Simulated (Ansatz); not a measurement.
## Ansatz (development build ahead of 0.2.0) run

```yaml
crystal:
  periodic: [false, false, false]
  atoms:
    - { symbol: Al, position_ang: [0.0, 0.0, -1.243] }
    - { symbol: P, position_ang: [0.0, 0.0, 1.243] }
basis:
  gaussian: { orbitals: "6-31G" }
magnetization:
  initial_magnetization: 2
hamiltonian:
  xc: hf
correlation:
  method: bccd_t
  frozen_orbitals: { Al: 5, P: 5 }
```

The input is written out in the form of the current development build from the run's settings. Correlation on restricted open-shell orbitals is semicanonical, with singles.

The run gave:

- Converged: yes
- Reference energy (starting determinant): -582.56075 hartree
- Correlation energy: -0.07258 hartree
- Total energy: -582.63333 hartree
